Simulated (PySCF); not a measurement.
**The bond of HCl, level by level**

Aim: find the lowest electronic state of HCl, scan its bond at several levels of theory, and get bond length, wavenumber and dissociation energy from each curve.

The runs use PySCF 2.14.0; H x2c-TZVPPall, Cl x2c-TZVPPall, spin-free X2C with a Gaussian nucleus.

## (1) The job

The job is set up so:

```
atoms                         : H, Cl
charge                        : 0
basis                         : H x2c-TZVPPall, Cl x2c-TZVPPall
Hamiltonian                   : spin-free X2C with a Gaussian nucleus
basis functions               : 56
electrons treated             : 18
masses in u                   : 1.0078, 34.9689
levels                        : PBE0, PBE, r²SCAN, LDA, B3LYP, BP86, r²SCANh, HSE06, HF, MP2, SCS-MP2, CCSD, CCSD(T)
grid                          : 80 radial by 434 angular points
occupations                   : held fixed by the projection of orbital angular momentum
dissociation limit            : H + Cl, each in its ground configuration
starting distance in angstrom : 1.290
values of 2S to try           : 0, 2
```

Command:

```console
OMP_NUM_THREADS=1 python dia.py task.json out
```

The job searches for the state first and then visits each distance with every level. Its results follow level by level.

## (2) State search with unrestricted PBE0

Unrestricted PBE0 solutions at 1.290 Å, counted from the lowest. The search isn't exhaustive.

```tsv
2Ms+1	unpaired	term	E (eV)	⟨S²⟩	⟨Lz²⟩	μ (D)
1	none	¹Σ⁺	0.00	0.00	0.00	-1.20
3	σ ↑, π ↑	³Π	7.16	2.00	1.01	1.72
3	σ ↑↑	³Σ⁺	9.98	2.00	0.00	1.03
```

3 of 6 solutions are listed, lowest first.

A term symbol stands only where ⟨S²⟩ and ⟨Lz²⟩ are near those of a pure state. A positive dipole means H(−)Cl(+).

The most promising solutions are followed along the bond (rough minima from three points):

```tsv
2Ms+1	unpaired	R at minimum (Å)	energy at minimum (eV)
1	none	1.28	0.00
3	σ ↑, π ↑	not bracketed	≤ 6.45
```

The search made 7 SCF attempts at the starting distance; with the short scans it took 6.8 s of wall time (1 thread, shared host).

## (3) The PBE0 curve of the state that the search chose

State followed: ¹Σ⁺ (singlet), closed shell. The scan is laid around 1.279 Å.

Output of the SCF at 1.279 Å:

```text
******** <class 'pyscf.dft.uks_symm.SymAdaptedUKS'> ********
method = SymAdaptedUKS
initial guess = minao
damping factor = 0
level_shift factor = 0
DIIS = <class 'pyscf.scf.diis.CDIIS'>
diis_start_cycle = 1
diis_space = 10
diis_damp = 0
SCF conv_tol = 1e-09
SCF conv_tol_grad = None
SCF max_cycles = 60
direct_scf = False
max_memory 2100 MB (current use 295 MB)
number electrons alpha = 9  beta = 9
XC library pyscf.dft.libxc version 7.0.0
    S. Lehtola, C. Steigemann, M. J.T. Oliveira, and M. A.L. Marques.,  SoftwareX 7, 1–5 (2018)
XC functionals = PBE0
    C. Adamo and V. Barone.,  J. Chem. Phys. 110, 6158 (1999)
    M. Ernzerhof and G. E. Scuseria.,  J. Chem. Phys. 110, 5029 (1999)
small_rho_cutoff = 0
Overwritten attributes  get_k get_occ get_j get_jk get_hcore  of <class 'pyscf.dft.uks_symm.SymAdaptedUKS'>
Set gradient conv threshold to 3.16228e-05
init E= -462.087338363545
cycle= 1 E= -462.085191779318  delta_E= 0.00215  |g|= 0.00369  |ddm|= 0.006
cycle= 2 E= -462.085193952035  delta_E= -2.17e-06  |g|= 0.00335  |ddm|= 0.00448
cycle= 3 E= -462.085198402473  delta_E= -4.45e-06  |g|= 0.000208  |ddm|= 0.00188
cycle= 4 E= -462.085198419394  delta_E= -1.69e-08  |g|= 0.000117  |ddm|= 0.000312
cycle= 5 E= -462.085198424418  delta_E= -5.02e-09  |g|= 8.14e-06  |ddm|= 9.33e-05
cycle= 6 E= -462.085198424441  delta_E= -2.27e-11  |g|= 5.54e-07  |ddm|= 8.43e-06
Extra cycle  E= -462.085198424441  delta_E= -5.68e-13  |g|= 5.15e-07  |ddm|= 6.56e-07
converged SCF energy = -462.085198424441  <S^2> = -8.8817842e-15  2S+1 = 1
```

Points of the scan, energies from the lowest:

```tsv
R (Å)	E (eV)	μ (D)	Mulliken charge of H (e)	Mayer bond order	⟨S²⟩	HOMO (eV)	LUMO (eV)
1.0999	0.7222	-1.02	0.15	1.07	0.00	-9.51	1.52
1.1511	0.3306	-1.07	0.16	1.06	0.00	-9.47	1.23
1.2023	0.1063	-1.12	0.17	1.05	0.00	-9.43	0.91
1.2406	0.0240	-1.15	0.17	1.04	0.00	-9.40	0.64
1.2790	0.0000	-1.19	0.18	1.04	0.00	-9.37	0.36
1.3174	0.0235	-1.23	0.18	1.03	0.00	-9.35	0.07
1.3685	0.1131	-1.28	0.19	1.02	0.00	-9.31	-0.32
1.4325	0.2956	-1.34	0.20	1.01	0.00	-9.27	-0.82
1.5092	0.5840	-1.42	0.20	1.00	0.00	-9.22	-1.40
1.6115	1.0373	-1.52	0.21	0.99	0.00	-9.16	-2.15
```

Fit: Re = 1.278 Å, ωe = 2997 cm⁻¹, ωexe = 49.7 cm⁻¹, αe = 0.295 cm⁻¹, Be = 10.54 cm⁻¹, De = 4.53 eV, μ = -1.19 D.

Orbitals nearest the gap at 1.279 Å:

```tsv
spin	orbital	ε (eV)	filled	made of
both	σ	-23.70	yes	Cl s 87 %, H s 10 %
both	σ	-13.20	yes	Cl p 62 %, H s 27 %, Cl s 9 %
both	π	-9.37	yes	Cl p 99 %
both	π	-9.37	yes	Cl p 99 %
both	σ	0.36	no	H s 93 %, Cl p 18 %
both	σ	5.20	no	H s 69 %, Cl d 25 %, Cl p 8 %
both	π	9.72	no	Cl d 75 %, H p 24 %
```

Polarisability there: 15.0 bohr³ along the bond, 10.3 across it. Without diffuse functions these come out too small, above all across the bond.

## (4) Orbitals, density and potential

The fields below are evaluated on a grid from the run's orbitals.

Frontier orbitals at PBE0, with the share of their density that lies nearest to each atom:

```tsv
orbital	energy (eV)	lies on
HOMO	-9.37	Cl2 87 %; H1 13 %
LUMO	0.36	H1 63 %; Cl2 37 %
```

ELF in a plane through or near 2 of the atoms.

Ten even steps from ' ' (0.00) to '@' (1.00):
```
                                                        
                                ....                    
                          ..::::----::::..              
                        ..::--==++++++==::..            
                      ..::::==++******++--::..          
                ......::--==**##%%%%%%##++==....        
            ....--======++++##%%%%@@%%%%**++::..        
            ::==**##%%############%%%%%%##**--..        
          ..==**%%@@@@@@%%%%++::::::--%%##**--..        
          ..++##@@@@@@@@@@%%::==++==::**##**--..        
          ..++##@@@@@@@@@@%%::==++==::**##**--..        
          ..==**%%@@@@@@%%%%++::..::--%%##**--..        
            ::==**##%%############%%%%%%##**--..        
            ....--======++**##%%%%@@%%%%**++::..        
                ......::--==**##%%%%%%##++==....        
                      ..::::==++******++--::..          
                        ..::--==++++++==::..            
                          ..::::----::::..              
                                ....                    
                                                        
```
The map spans 6.5 Å across and 5.2 Å up, centred on the molecule. Atoms in the plane (x, y in Å): H1 (-0.6, 0.0), Cl2 (0.6, 0.0).

On the surface of density 0.002 e/bohr³ the electrostatic potential runs, from the 1st to the 99th percentile, from -0.48 V near Cl2 to 2.33 V near H1.

## (5) Excited determinants

State 2: ³Π (triplet), unpaired electrons σ ↑, π ↑, an excited solution.

Log of the SCF at 1.279 Å:

```text
******** <class 'pyscf.dft.uks_symm.SymAdaptedUKS'> ********
method = SymAdaptedUKS
initial guess = minao
damping factor = 0
level_shift factor = 0
DIIS = <class 'pyscf.scf.diis.CDIIS'>
diis_start_cycle = 1
diis_space = 10
diis_damp = 0
SCF conv_tol = 1e-09
SCF conv_tol_grad = None
SCF max_cycles = 60
direct_scf = False
max_memory 2100 MB (current use 284 MB)
number electrons alpha = 10  beta = 8
XC library pyscf.dft.libxc version 7.0.0
    S. Lehtola, C. Steigemann, M. J.T. Oliveira, and M. A.L. Marques.,  SoftwareX 7, 1–5 (2018)
XC functionals = PBE0
    C. Adamo and V. Barone.,  J. Chem. Phys. 110, 6158 (1999)
    M. Ernzerhof and G. E. Scuseria.,  J. Chem. Phys. 110, 5029 (1999)
small_rho_cutoff = 0
Set gradient conv threshold to 3.16228e-05
init E= -461.819002069455
cycle= 1 E= -461.81849644106  delta_E= 0.000506  |g|= 0.00298  |ddm|= 0.0927
cycle= 2 E= -461.818500257847  delta_E= -3.82e-06  |g|= 0.00239  |ddm|= 0.019
cycle= 3 E= -461.818502898011  delta_E= -2.64e-06  |g|= 0.000217  |ddm|= 0.00237
cycle= 4 E= -461.818502931126  delta_E= -3.31e-08  |g|= 7.17e-05  |ddm|= 0.000777
cycle= 5 E= -461.818502936164  delta_E= -5.04e-09  |g|= 2.89e-05  |ddm|= 0.000616
cycle= 6 E= -461.818502936724  delta_E= -5.6e-10  |g|= 5.87e-06  |ddm|= 0.000117
Extra cycle  E= -461.818502936754  delta_E= -2.92e-11  |g|= 3.91e-06  |ddm|= 2.86e-05
converged SCF energy = -461.818502936754  <S^2> = 2.0045559  2S+1 = 3.0030357
```

No constants are quoted: no minimum is bracketed among the points kept.

Energy (eV) from the lowest point of the lowest state:

```tsv
R (Å)	lowest	state 2
1.100	0.722	9.452
1.151	0.331	8.661
1.202	0.106	8.017
1.241	0.024	7.611
1.279	0.000	7.257
1.317	0.024	6.948
1.369	0.113	6.596
1.433	0.296	6.230
1.509	0.584	5.880
1.611	1.037	5.525
```

## (6) PBE (GGA)

Log of the SCF at 1.279 Å:

```text
******** <class 'pyscf.dft.uks_symm.SymAdaptedUKS'> ********
method = SymAdaptedUKS
initial guess = minao
damping factor = 0
level_shift factor = 0
DIIS = <class 'pyscf.scf.diis.CDIIS'>
diis_start_cycle = 1
diis_space = 10
diis_damp = 0
SCF conv_tol = 1e-09
SCF conv_tol_grad = None
SCF max_cycles = 60
direct_scf = False
max_memory 2100 MB (current use 284 MB)
number electrons alpha = 9  beta = 9
XC library pyscf.dft.libxc version 7.0.0
    S. Lehtola, C. Steigemann, M. J.T. Oliveira, and M. A.L. Marques.,  SoftwareX 7, 1–5 (2018)
XC functionals = PBE
    J. P. Perdew, K. Burke, and M. Ernzerhof.,  Phys. Rev. Lett. 77, 3865 (1996)
    J. P. Perdew, K. Burke, and M. Ernzerhof.,  Phys. Rev. Lett. 78, 1396 (1997)
    J. P. Perdew, K. Burke, and M. Ernzerhof.,  Phys. Rev. Lett. 77, 3865 (1996)
    J. P. Perdew, K. Burke, and M. Ernzerhof.,  Phys. Rev. Lett. 78, 1396 (1997)
small_rho_cutoff = 0
Set gradient conv threshold to 3.16228e-05
init E= -462.049743853124
cycle= 1 E= -462.050536773819  delta_E= -0.000793  |g|= 0.0051  |ddm|= 0.0339
cycle= 2 E= -462.050534482748  delta_E= 2.29e-06  |g|= 0.00441  |ddm|= 0.0055
cycle= 3 E= -462.050541812337  delta_E= -7.33e-06  |g|= 0.00115  |ddm|= 0.00406
cycle= 4 E= -462.050542457929  delta_E= -6.46e-07  |g|= 0.000143  |ddm|= 0.000875
cycle= 5 E= -462.050542464404  delta_E= -6.48e-09  |g|= 3.14e-05  |ddm|= 0.000119
cycle= 6 E= -462.05054246487  delta_E= -4.67e-10  |g|= 2.17e-06  |ddm|= 2.94e-05
Extra cycle  E= -462.050542464868  delta_E= 2.16e-12  |g|= 3.06e-06  |ddm|= 3.9e-06
converged SCF energy = -462.050542464868  <S^2> = -8.8817842e-15  2S+1 = 1
```

Re = 1.288 Å, ωe = 2895 cm⁻¹, ωexe = 51.6 cm⁻¹, αe = 0.307 cm⁻¹, Be = 10.37 cm⁻¹, De = 4.59 eV, μ = -1.16 D. 6.7 s of CPU time for 12 points, integrals apart.

## (7) r²SCAN

Log of the SCF at 1.279 Å:

```text
******** <class 'pyscf.dft.uks_symm.SymAdaptedUKS'> ********
method = SymAdaptedUKS
initial guess = minao
damping factor = 0
level_shift factor = 0
DIIS = <class 'pyscf.scf.diis.CDIIS'>
diis_start_cycle = 1
diis_space = 10
diis_damp = 0
SCF conv_tol = 1e-09
SCF conv_tol_grad = None
SCF max_cycles = 60
direct_scf = False
max_memory 2100 MB (current use 284 MB)
number electrons alpha = 9  beta = 9
XC library pyscf.dft.libxc version 7.0.0
    S. Lehtola, C. Steigemann, M. J.T. Oliveira, and M. A.L. Marques.,  SoftwareX 7, 1–5 (2018)
XC functionals = R2SCAN
    J. W. Furness, A. D. Kaplan, J. Ning, J. P. Perdew, and J. Sun.,  J. Phys. Chem. Lett. 11, 8208-8215 (2020)
    J. W. Furness, A. D. Kaplan, J. Ning, J. P. Perdew, and J. Sun.,  J. Phys. Chem. Lett. 11, 9248-9248 (2020)
    J. W. Furness, A. D. Kaplan, J. Ning, J. P. Perdew, and J. Sun.,  J. Phys. Chem. Lett. 11, 8208-8215 (2020)
    J. W. Furness, A. D. Kaplan, J. Ning, J. P. Perdew, and J. Sun.,  J. Phys. Chem. Lett. 11, 9248-9248 (2020)
small_rho_cutoff = 0
Set gradient conv threshold to 3.16228e-05
init E= -462.203780046282
cycle= 1 E= -462.204037332407  delta_E= -0.000257  |g|= 0.00443  |ddm|= 0.0392
cycle= 2 E= -462.204039560871  delta_E= -2.23e-06  |g|= 0.00275  |ddm|= 0.00648
cycle= 3 E= -462.204042865018  delta_E= -3.3e-06  |g|= 0.000993  |ddm|= 0.00341
cycle= 4 E= -462.204043140171  delta_E= -2.75e-07  |g|= 0.000166  |ddm|= 0.000742
cycle= 5 E= -462.204043152595  delta_E= -1.24e-08  |g|= 1.89e-05  |ddm|= 0.000111
cycle= 6 E= -462.204043152757  delta_E= -1.61e-10  |g|= 5.76e-07  |ddm|= 1.53e-05
Extra cycle  E= -462.204043152757  delta_E=    0  |g|= 5.68e-07  |ddm|= 8.69e-07
converged SCF energy = -462.204043152757  <S^2> = -8.8817842e-15  2S+1 = 1
```

Re = 1.279 Å, ωe = 2973 cm⁻¹, ωexe = 51.2 cm⁻¹, αe = 0.303 cm⁻¹, Be = 10.52 cm⁻¹, De = 4.59 eV, μ = -1.20 D.

## (8) LDA (local density)

Log of the SCF at 1.279 Å:

```text
******** <class 'pyscf.dft.uks_symm.SymAdaptedUKS'> ********
method = SymAdaptedUKS
initial guess = minao
damping factor = 0
level_shift factor = 0
DIIS = <class 'pyscf.scf.diis.CDIIS'>
diis_start_cycle = 1
diis_space = 10
diis_damp = 0
SCF conv_tol = 1e-09
SCF conv_tol_grad = None
SCF max_cycles = 60
direct_scf = False
max_memory 2100 MB (current use 289 MB)
number electrons alpha = 9  beta = 9
XC library pyscf.dft.libxc version 7.0.0
    S. Lehtola, C. Steigemann, M. J.T. Oliveira, and M. A.L. Marques.,  SoftwareX 7, 1–5 (2018)
XC functionals = LDA,VWN
    P. A. M. Dirac.,  Math. Proc. Cambridge Philos. Soc. 26, 376 (1930)
    F. Bloch.,  Z. Phys. 57, 545 (1929)
    S. H. Vosko, L. Wilk, and M. Nusair.,  Can. J. Phys. 58, 1200 (1980)
small_rho_cutoff = 0
Set gradient conv threshold to 3.16228e-05
init E= -460.719723430277
cycle= 1 E= -460.722930472647  delta_E= -0.00321  |g|= 0.022  |ddm|= 0.0759
cycle= 2 E= -460.722955398965  delta_E= -2.49e-05  |g|= 0.00864  |ddm|= 0.0106
cycle= 3 E= -460.722967271918  delta_E= -1.19e-05  |g|= 0.00374  |ddm|= 0.00663
cycle= 4 E= -460.722973971847  delta_E= -6.7e-06  |g|= 0.000327  |ddm|= 0.00235
cycle= 5 E= -460.722973998702  delta_E= -2.69e-08  |g|= 0.000118  |ddm|= 0.000375
cycle= 6 E= -460.722974005815  delta_E= -7.11e-09  |g|= 6e-06  |ddm|= 0.000108
cycle= 7 E= -460.722974005838  delta_E= -2.3e-11  |g|= 1.88e-07  |ddm|= 6.44e-06
Extra cycle  E= -460.722974005838  delta_E= 2.84e-13  |g|= 1.77e-07  |ddm|= 3.29e-07
converged SCF energy = -460.722974005838  <S^2> = -1.2434498e-14  2S+1 = 1
```

Re = 1.291 Å, ωe = 2888 cm⁻¹, ωexe = 50.6 cm⁻¹, αe = 0.303 cm⁻¹, Be = 10.33 cm⁻¹, De = 5.20 eV, μ = -1.22 D. 4.8 s of CPU time for 12 points, integrals apart.

[end of part 1 of 2]
